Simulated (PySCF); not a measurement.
**Question.** Give a PBE0-D3(BJ)/def2-SVP geometry of InChI=1S/BH6P/c1-2/h1-2H3.

**Answer.** 
```xyz
8
BH6P angstrom
B     -1.1449   -0.0619   -0.0187
P      0.7729    0.0431    0.0104
H     -1.4953    0.8266    0.7410
H     -1.4276    0.1318   -1.1900
H     -1.3799   -1.1914    0.3794
H      1.4339   -0.1406    1.2499
H      1.5045   -0.8732   -0.7849
H      1.3816    1.2534   -0.4044
```

Any rigid rotation of these coordinates is as good. Atoms count from 1 in this order. P2 (phosphorus bonded to B and 3 H) is distorted tetrahedral (angles from 99.6° to 118.2°). B1 (four-coordinate boron) is distorted tetrahedral (angles from 103.7° to 114.5°).

Bonds between heavy atoms (Å): B1–P2 1.921.

Level of theory: PBE0-D3(BJ)/def2-SVP geometry optimisation, gas phase (PySCF 2.14.0).

Point group: C3v (every atom within 0.08 Å of its image). PBE0-D3(BJ)/def2-SVP frequencies: not computed here.
